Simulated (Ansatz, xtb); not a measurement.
Two isomers of C5H13N

Structure a is `CCCNCC`, a singlet and structure b is `CCC(C)(C)N`, a singlet. Both are isolated molecules in the gas phase, relaxed with B3LYP/def2-SVP; each stands in its lowest conformer found.

Question: Which of the two would you expect CCSD(T)/def2-SVP + ΔMP2/def2-TZVPP electronic energies to favour?

Answer: Structure b; the calculation gives E(b) − E(a) = −10.2 kcal/mol.

Level by level:

| level | geometry | E(b) − E(a) (kcal/mol) | departure from the last row (kcal/mol) | job, with rough time for the two |
| --- | --- | --- | --- | --- |
| GFN2-xTB | GFN2-xTB | −2.3 | +7.9 | optimisation, 0.15 s |
| HF/STO-3G | GFN2-xTB | −0.9 | +9.2 | single point, 0.36 s |
| r2SCAN-D4/def2-SVP | GFN2-xTB | −7.7 | +2.5 | single point, 3.9 s |
| B3LYP/def2-SVP | B3LYP/def2-SVP | −4.2 | +5.9 | optimisation, 32 s |
| HF/def2-SVP | B3LYP/def2-SVP | −4.0 | +6.2 | part of the CCSD(T) run |
| MP2/def2-SVP | B3LYP/def2-SVP | −10.2 | 0.0 | part of the CCSD(T) run |
| CCSD(T)/def2-SVP | B3LYP/def2-SVP | −9.1 | +1.1 | single point |
| CCSD(T)/def2-SVP + ΔMP2/def2-TZVPP | B3LYP/def2-SVP | −10.2 |  | single point, 83 s |

As drawn, b has 1 C–C, 1 N–H in place of 1 C–N, 1 C–H.

The levels shown agree on the order. The largest departure from CCSD(T)/def2-SVP + ΔMP2/def2-TZVPP is that of HF/STO-3G, 9.2 kcal/mol. The last row adds to CCSD(T) the change of the MP2 difference between the two basis sets, here −1.1 kcal/mol.

With thermal terms from frequencies at re-optimised GFN2-xTB minima (ideal gas, soft modes damped towards free rotors, one conformer each, 298.15 K, 1 atm): on the last row, ΔE + ΔZPE = −10.3, ΔH = −10.2, ΔG = −9.5 kcal/mol.

The correlated steps freeze 6 core orbitals. Codes used: Ansatz 0.2.0, xtb 6.7.1; the last row on 4 threads of Arm Neoverse V1 on a shared host.
